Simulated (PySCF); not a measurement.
Calculation: CAM-B3LYP-D3(BJ)/def2-TZVP in PySCF. Isolated molecules, 0 K electronic values unless said otherwise. 

Reference species (SMILES): `[F][Al]([F])[F]` (neutral, multiplicity 1).

The HOMO–LUMO gap comes out as 12.63 eV and the HOMO comes out as -13.33 eV.

Changed species: `[AlH3]` (0 of 3 H replaced by F; the reference has 3 of 3 H replaced by F).

Problem. Predict the effect on the HOMO–LUMO gap and HOMO.

Solution. the HOMO–LUMO gap falls by 3.45 eV, to 9.18 eV; the HOMO goes up by 3.31 eV, to -10.02 eV.
